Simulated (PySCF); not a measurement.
Which level of theory gave which numbers?

Compound: CH6NP.
Z-matrix (Å and degrees, PBE0-D3(BJ)/def2-SVP geometry), rows numbered from 1:
```
C 
N   1  1.4351
P   2  1.5563  1  125.15
H   1  1.1100  2  114.02  3   -62.92
H   1  1.1028  2  109.27  3   178.46
H   1  1.1103  2  114.13  3    59.75
H   3  1.4446  2  122.00  1    62.46
H   3  1.4121  2  110.19  1  -179.40
H   3  1.4445  2  121.82  1   -61.18
```

The closed-shell ground state was solved 6 times with PySCF (density fitting, gas phase), always with PBE0, in these basis sets: 6-311+G(2d,p), 6-31G, 6-31G*, STO-3G, def2-SVP and def2-TZVP.

```tsv
row	total energy (Eh)	HOMO (eV)	LUMO (eV)	dipole (D)
P	-437.5652	-6.28	0.38	2.41
Q	-432.3786	-2.10	6.66	3.04
R	-437.3255	-6.05	1.14	2.46
S	-437.4783	-6.05	0.94	2.49
T	-437.3588	-5.75	0.99	2.86
U	-437.5528	-6.30	-0.21	2.53
```

**Question.** Which basis belongs to which row?

**Answer.** P = def2-TZVP, Q = STO-3G, R = def2-SVP, S = 6-31G*, T = 6-31G, U = 6-311+G(2d,p). From the lowest total energy up: def2-TZVP (135 functions) 0 eV; 6-311+G(2d,p) (125 functions) +0.34 eV; 6-31G* (58 functions) +2.37 eV; 6-31G (43 functions) +5.62 eV; def2-SVP (76 functions) +6.52 eV; STO-3G (25 functions) +141.13 eV.
